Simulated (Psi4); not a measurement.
Noncovalent pair: C2H2 (SMILES C#C) (first 4 atoms) with H2O (SMILES O); geometry from S66by8 set.
(charge 0, multiplicity 1):
```xyz
7

C     -0.92517     0.03943     0.03090
H      0.14070     0.00906     0.00630
C     -2.13705     0.07317     0.05827
H     -3.19758     0.10352     0.08287
O      2.14741    -0.06796    -0.05386
H      2.71777    -0.65773     0.44317
H      2.71941     0.28302    -0.73923
```

Computed with SAPT0/jun-cc-pV(D+d)Z (Psi4).

Question: Give the four SAPT terms and the total, and say what mostly holds the pair together.

Answer: electrostatics -6.31, exchange 6.34, induction -1.72, dispersion -1.34, total -3.02 kcal/mol; the largest attraction is electrostatics.
